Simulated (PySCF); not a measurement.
2-ethylacrolein, C5H8O.
SMILES: `C=C(C=O)CC`

Torsions of this conformer, `[CH2:1]=[C:2]([CH:3]=[O:4])[CH2:5][CH3:6]`: C1–C2–C3–O4 -179°, C1–C2–C5–C6 -101°.

The closed-shell ground state was solved at several levels (PySCF, density fitting, gas phase, non-relativistic). One conformer (not necessarily the lowest) at the GFN2-xTB geometry, without solvent, vibrations or thermal averaging.

```
         level  basis functions  HOMO (eV)  LUMO (eV)  gap (eV)  dipole (D)
PBE0/def2-SVPD              187      -7.58      -1.85      5.73        2.99
 PBE0/pcSseg-1              142      -7.52      -1.75      5.77        2.90
```

Task: What might CAM-B3LYP/def2-SVPD (187 basis functions) give for the same quantities?

Result: HOMO -9.07 eV, LUMO -0.70 eV, gap 8.37 eV, dipole 3.04 D.

Task: Over all these levels, which gives the widest orbital gap and which the narrowest?

Result: CAM-B3LYP/def2-SVPD (range-separated hybrid) has the widest, 8.37 eV, and PBE0/def2-SVPD (global hybrid, 25 % exact exchange) the narrowest, 5.73 eV. The two share the basis. From the narrowest to the widest the HOMO moves by -1.49 eV and the LUMO by +1.15 eV.

Task: How far do the dipole and the HOMO energy spread over the levels?

Result: The dipole runs from 2.90 to 3.04 D (mean 2.98 D) and the HOMO from -9.07 to -7.52 eV.
